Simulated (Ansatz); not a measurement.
The first iterations of a band of CHMgO (4 atoms, charge 0, multiplicity 2).

Theory: Ansatz, UKS LDA/def2-SVP.

- movable images: 1
- climbing image: yes
- spring: 5.0 eV/Å²
- optimiser: quadratic models (default)
- start path: through a guess of the saddle point
- force threshold: 0.03 eV/Å
- iteration limit: 60
- end points: relaxed

Initial state:

```xyz
4
Properties=species:S:1:pos:R:3
O -0.994 -0.311 2.031
C -0.642 -0.117 0.945
Mg 0.840 0.020 -0.655
H 0.797 0.407 -2.322
```

Final state:

```xyz
4
Properties=species:S:1:pos:R:3
O -0.901 -0.071 0.918
C -0.253 0.060 -0.090
Mg 1.946 -0.352 0.233
H -0.792 0.364 -1.061
```

| iteration | highest image above the first end (eV) | largest band force component (eV/Å) |
| --- | --- | --- |
| 1 | 5.608 | 9.165 |
| 2 | 4.211 | 7.558 |
| 3 | 2.936 | 8.360 |
| 4 | 2.344 | 7.801 |
| 5 | 1.737 | 6.376 |
| 6 | 1.262 | 2.528 |
| 7 | 0.923 | 2.907 |
| 8 | 0.781 | 0.864 |
| 9 | 0.651 | 0.504 |
| 10 | 0.604 | 0.095 |
| 11 | 0.620 | 0.434 |
| 12 | 0.614 | 0.265 |
| 13 | 0.615 | 0.192 |
| 14 | 0.588 | 0.259 |
| 15 | 0.593 | 0.190 |
| 16 | 0.596 | 0.032 |
| 17 | 0.603 | 0.234 |
| 18 | 0.605 | 0.218 |
| 19 | 0.608 | 0.212 |

Q: Does the band converge within its limit, and where does its top end?

A: It converged. It ended after 58 iterations with the highest image 0.566 eV above the first end. The order of the stationary point at the top wasn't checked. So few images can step over the top or miss a turn of the path.

Run time: 37 s on 1 thread of Intel(R) Xeon(R) CPU @ 2.60GHz (Ice Lake), with other jobs on the host, peak memory 0.12 GiB.
